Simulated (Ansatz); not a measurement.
# Telling isomers of CH8NSi+ apart by their spectra

These gas-phase data were calculated for one isomer of CH8NSi+ at PBE-D3(BJ)/def2-SVP (harmonic, unscaled wavenumbers; equilibrium rotational constants with average atomic masses):

```
rotational constants            : 23, 4.781, 4.384 GHz
all wavenumbers above 1500 cm⁻¹ : 3386, 3335, 3128, 3125, 3011, 2267, 2266, 2225, 1559
```

Candidates:

(1) `C[SiH2][NH3+]`, a singlet
(2) `C[NH2+][SiH3]`, a singlet
(3) `[NH3+]C[SiH3]`, a singlet

Task: Assign the data to one candidate and say why.

Result: Candidate (2). 2 modes lie between 3250 and 3800 cm⁻¹, one for each N–H bond, while (1) has 3, (3) has 3.

The same quantities for all candidates:

```tsv
	rotational constants (GHz)	wavenumbers above 1500 cm⁻¹	E above the lowest, PBE-D3(BJ)/def2-SVP (kcal/mol)
(1)	15.22, 5.757, 4.653	3425, 3423, 3328, 3095, 3074, 2980, 2254, 2231, 1568, 1567	0.0
(2)	23, 4.781, 4.384	3386, 3335, 3128, 3125, 3011, 2267, 2266, 2225, 1559	17.4
(3)	23.16, 4.499, 4.143	3384, 3378, 3300, 3095, 3026, 2241, 2207, 2189, 1583, 1580	27.9
```

Harmonic stretches to hydrogen usually lie a few per cent above observed fundamentals. Programs: Ansatz 0.2.0.
